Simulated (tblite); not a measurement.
C5H8O.
Z-matrix (Å and degrees, GFN2-xTB geometry), rows numbered from 1:
```
C 
C   1  1.5101
O   2  1.2083  1  122.86
C   2  1.4836  1  114.41  3   179.98
C   4  1.5131  2  117.62  1  -146.41
C   5  1.4831  4   60.65  2  -107.11
H   1  1.0881  2  109.60  3   120.78
H   1  1.0863  2  110.30  3    -0.01
H   1  1.0881  2  109.59  3  -120.69
H   4  1.0820  2  115.51  1     0.02
H   5  1.0795  4  116.29  6   108.65
H   5  1.0793  4  117.61  6  -109.77
H   6  1.0795  4  116.29  5  -108.60
H   6  1.0794  4  117.57  5   109.83
```

Computed values, GFN2-xTB/tblite, gas phase, harmonic and unscaled. This tight-binding method is rough: wavenumbers can miss measured ones by several per cent, in bad cases by 10 to 20. One conformer, not necessarily the lowest.

Harmonic wavenumbers (cm⁻¹): 63.2, 121.6, 219.4, 232.7, 371.3, 582.1, 583.5, 776.4, 815.9, 859.6, 928.5, 972.9, 1002.4, 1003.1, 1069.9, 1073.9, 1077.7, 1088.8, 1156.2, 1163.7, 1253.8, 1361.1, 1367.4, 1417.7, 1455.6, 1461.9, 1472.0, 1753.1, 3024.0, 3029.8, 3059.0, 3062.0, 3087.5, 3089.0, 3098.7, 3116.7.

A = 7168, B = 2656, C = 2313 MHz; mass 84.058 u (most abundant isotopes); point group Cs, symmetry number 1.

Problem. Zero-point energy?

Solution. ½Σν̃ = 25636 cm⁻¹ = 73.30 kcal/mol.

Problem. Entropy at 298.15 K, 1 bar (ideal gas, RRHO, classical rotation)?

Solution. Translation 39.23, rotation 26.39, vibration 14.79: S = 80.4 cal/(mol K).

Problem. And Cp and H(298.15 K) − H(0)?

Solution. Cp = 25.08 cal/(mol K), of which vibrations give 17.13 (their classical limit is 36 R = 71.5); H(298.15 K) − H(0) = 4.76 kcal/mol without the zero-point energy, 2.39 from vibrations.

Problem. Which modes carry the vibrational entropy at 298.15 K?

Solution. 63.2 cm⁻¹: 4.35; 121.6 cm⁻¹: 3.07; 219.4 cm⁻¹: 1.96; 232.7 cm⁻¹: 1.86; 371.3 cm⁻¹: 1.07; 582.1 cm⁻¹: 0.48 cal/(mol K); the other 30 give 1.99 together.

Problem. How do the functions run with temperature in this model?

Solution. 
```json
{"T (K)": "100", "S (cal/(mol K))": "61.0", "Cp (cal/(mol K))": "13.5", "H − H(0) (kcal/mol)": "1.05", "G − H(0) (kcal/mol)": "-5.06", "ln q(vib)": "0.79"}
{"T (K)": "200", "S (cal/(mol K))": "71.9", "Cp (cal/(mol K))": "18.5", "H − H(0) (kcal/mol)": "2.64", "G − H(0) (kcal/mol)": "-11.73", "ln q(vib)": "2.10"}
{"T (K)": "300", "S (cal/(mol K))": "80.6", "Cp (cal/(mol K))": "25.2", "H − H(0) (kcal/mol)": "4.81", "G − H(0) (kcal/mol)": "-19.36", "ln q(vib)": "3.43"}
{"T (K)": "500", "S (cal/(mol K))": "96.8", "Cp (cal/(mol K))": "39.0", "H − H(0) (kcal/mol)": "11.28", "G − H(0) (kcal/mol)": "-37.12", "ln q(vib)": "6.27"}
{"T (K)": "800", "S (cal/(mol K))": "118.3", "Cp (cal/(mol K))": "52.5", "H − H(0) (kcal/mol)": "25.19", "G − H(0) (kcal/mol)": "-69.49", "ln q(vib)": "10.74"}
{"T (K)": "1000", "S (cal/(mol K))": "130.7", "Cp (cal/(mol K))": "58.4", "H − H(0) (kcal/mol)": "36.31", "G − H(0) (kcal/mol)": "-94.42", "ln q(vib)": "13.65"}
```

q(vib) and H(0) count from the zero-point level.

Hindered rotation and anharmonicity are outside this model. Other conformers, if any are populated, would add a mixing term that is left out.
